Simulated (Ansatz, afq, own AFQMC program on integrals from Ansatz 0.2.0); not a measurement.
# Where AFQMC and coupled cluster stand for GeHO, quartet

```yaml
atoms:
  - { symbol: Ge, position_ang: [0.0000, -0.0350, 0.2839] }
  - { symbol: O, position_ang: [0.0000, 0.0744, -1.3535] }
  - { symbol: H, position_ang: [0.0000, 1.3401, 1.0261] }
```

Connectivity, by distances: GeH–O.

Basis cc-pVDZ. Only valence electrons are correlated. AFQMC by an in-house program on the Cholesky factors that Ansatz 0.2.0 writes for its CCSD(T) run. ph-AFQMC/CISD is guided by a CISD state made of CCSD amplitudes; releasing the constraint for a short imaginary time cuts its bias at the price of noise, slowly where states lie close. Uncertainties: one standard error, sampling alone. No spin–orbit coupling.

Determinant: UHF, the one that the program's search chose, which needn't be the lowest solution. The geometry is a point of a scan.

No full CI on the walks' own integrals is used here; CCSDT(Q) serves as the reference and is uncertain by about the last step of the cluster series.

Cautions: no relativity below Rb; no spin-orbit coupling; inner d shell frozen; lower spins were not checked.

The T1 diagnostic is 0.0191 and the weight of the determinant in the CISD state is 0.911. The ⟨S²⟩ of the determinant is 3.763. The size of the correlated space is 11 electrons in 31 orbitals.

Reference: CCSDT(Q), correlation energy -6.165 eV. The released energy is read at 1.62 1/Eh, later times being too noisy (meV from the phaseless value at times in 1/Eh: -32 ± 12 at 0.24, -26 ± 13 at 0.51, -23 ± 12 at 0.99, -30 ± 15 at 1.62, -45 ± 20 at 2.40).

```json
{"level": "HF", "E − E(reference) (meV)": "6164.6", "share of correlation (%)": "0.00"}
{"level": "MP2", "E − E(reference) (meV)": "848.0", "share of correlation (%)": "86.24"}
{"level": "CCSD", "E − E(reference) (meV)": "154.0", "share of correlation (%)": "97.50"}
{"level": "CCSD(T)", "E − E(reference) (meV)": "33.6", "share of correlation (%)": "99.45"}
{"level": "CCSDT", "E − E(reference) (meV)": "11.0", "share of correlation (%)": "99.82"}
{"level": "ph-AFQMC/CISD", "E − E(reference) (meV)": "33.4 ± 8.7", "share of correlation (%)": "99.46"}
{"level": "released AFQMC", "E − E(reference) (meV)": "3.0 ± 15.3", "share of correlation (%)": "99.95"}
```

A walk keeps the symmetry of its determinant, which the program's search chose and which needn't be the lowest solution, so a lower state of the same spin and another symmetry isn't excluded. Released energies are given only where the last usable release times agree within the noise; a slower fall can still hide under it.
